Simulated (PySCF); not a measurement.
Si(H)2 anion (H2Si), SMILES [SiH2] (connectivity only; charge and spin as stated), charge -1, multiplicity 2.

Geometry: PBE0-D3(BJ)/def2-TZVPD. The spin state was assumed, not searched. The isomer is the one that the SMILES or the coordinates give; other isomers of the formula were not compared.

Two levels are set side by side: PBE/def2-TZVPD (PySCF) and PBE0/def2-TZVPD (PySCF). Same geometry, gas phase. Differences are taken from unrounded values.

```csv
quantity,PBE0
α-spin orbital gap (eV),3.81
β-spin orbital gap (eV),4.28
mean polarisability (bohr³),73.9
```

What does PBE give, and how far is it from PBE0? (The exact figures need the calculation; the answer reports its results.)


| quantity | PBE | PBE minus PBE0 |
|---|---|---|
| α-spin orbital gap (eV) | 2.39 | -1.42 |
| β-spin orbital gap (eV) | 2.49 | -1.79 |
| mean polarisability (bohr³) | 77.4 | 3.5 |

PBE's more diffuse valence density responds more strongly to a field. Differences between two approximate levels are no errors against the true value.

Rough cost on one machine, each run with all the roots and properties that it gave: PBE0 against PBE within a factor of 2.
